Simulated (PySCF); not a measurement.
Work out the structure from these simulated measurements.

Formula: C4H8F2.

- Dipole: 0.54 D [PBE0/pcSseg-1]
- 1H NMR: chemical shifts (computed TMS as zero) by class: 5.01 (1 H), 4.58 (1 H), 4.43 (1 H), 1.86 (1 H), 1.46 (1 H), 1.24 (3 H) ppm [GIAO PBE0/pcSseg-1]
- NMR, other nuclei: isotropic shieldings of nuclei other than C and H, by class: 408 (1 F), 437 (1 F) ppm [GIAO PBE0/pcSseg-1]
- 13C NMR: chemical shifts (computed TMS as zero) by class: 95.4 (1 C), 87.1 (1 C), 30.8 (1 C), 12.4 (1 C) ppm [GIAO PBE0/pcSseg-1]
- Rotational structure: rotational constants A, B, C: 5.202, 2.277, 1.713 GHz [GFN2-xTB]

Electronic properties: PySCF, gas phase, density fitting. Levels stand in brackets. Isolated species at its GFN2-xTB geometry (one conformer only). NMR classes are plain means over equivalent atoms (diastereotopic ones count apart unless rotation or inversion swaps them), as if these changed places fast.

Problem. What is the compound? Reason from the data.

Solution. Numbering: `[CH3:1][CH2:2][C@H:3]([F:4])[CH2:5][F:6]`. Its formula, C4H8F2, gives 0 degrees of unsaturation, so no ring and no π bond. 4 carbons fall into 4 classes; from least to most shielded: sp3 C–F carbon [C3] (95.4 ppm), sp3 C–F carbon [C5] (87.1 ppm), chain CH2 carbon [C2] (30.8 ppm), methyl carbon [C1] (12.4 ppm). Hydrogen classes from least to most shielded: 1 H on an sp3 C–F carbon, C5 (5.01 ppm), 1 H on an sp3 C–F carbon, C3 (4.58 ppm), 1 H on an sp3 C–F carbon, C5 (4.43 ppm), 1 H on a chain CH2 carbon, C2 (1.86 ppm), 1 H on a chain CH2 carbon, C2 (1.46 ppm), 3 H on a methyl carbon, C1 (1.24 ppm, a mean of values up to 0.7 ppm apart in this geometry). The other shieldings belong to: 408 ppm, alkyl fluorine [F4]; 437 ppm, alkyl fluorine [F6]. The optimised geometry has point group C1 and is an asymmetric top. Structure: `CC[C@H](F)CF`. Computed isomers that give other values at the same levels: `CCCC(F)F` (rotational constant A: 7.933 GHz; this holds for the one conformer computed); `CCC(C)(F)F` (rotational constant A: 4.782 GHz; this holds for the one conformer computed); `CC(C)C(F)F` (13C chemical shifts (computed TMS as zero) by class: 124.8 (1 C), 37.5 (1 C), 16.2 (2 C) ppm). The assignments are read from this structure; whether some other isomer fits the data as well wasn't checked. The mirror image fits equally.

Shape of the structure used: `[CH3:1][CH2:2][C@H:3]([F:4])[CH2:5][F:6]`: C1–C2–C3–F4 -65°, C2–C3–C5–F6 -68°.
